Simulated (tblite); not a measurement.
# CH5BCl3N: the cost of one run

Programs: tblite 0.8.0 and PySCF 2.14.0. All values are calculated, for the isolated system unless a continuum is named. Atoms count from 0, parts from 1.

## 1. Starting point

11 atoms, charge 0, multiplicity 1; geometry: rigid parts in contact. Parts: 1 = atoms 0–3, `ClB(Cl)Cl`, charge 0; 2 = atoms 4–10, `CN`, charge 0.

## 2. Search for minima with GFN2-xTB

Job settings and geometry (Å):

```
{"job": {"kind": "dock", "xc": "GFN2-xTB", "basis": "xTB"}, "charge": 0, "multiplicity": 1, "parts": [{"atoms": "0-3", "charge": 0, "multiplicity": 1}, {"atoms": "4-10", "charge": 0, "multiplicity": 1}]}
Cl     0.404694    -0.088678    -1.672772
B     -0.000065     0.000255     0.000059
Cl    -0.334477    -1.441823     0.882435
Cl    -0.070152     1.530246     0.790278
C     -2.633980     0.511638    -2.398571
N     -2.461271     1.054550    -1.062322
H     -1.733058     0.717048    -2.975747
H     -2.754824    -0.568394    -2.322023
H     -3.496249     0.918304    -2.946703
H     -3.285955     0.871055    -0.499937
H     -2.339057     2.060910    -1.106432
```

With the program's defaults for keys left out, this is: GFN2-xTB search for minima from random contacts, gas phase.

Launch:

```sh
> OMP_NUM_THREADS=1 python cluster_run.py task.json out
```

One launch serves the whole session: the jobs run in the order shown.

Q: Estimate the wall time of this first job on 1 thread of Arm Neoverse N1, shared host.

About 17 s.
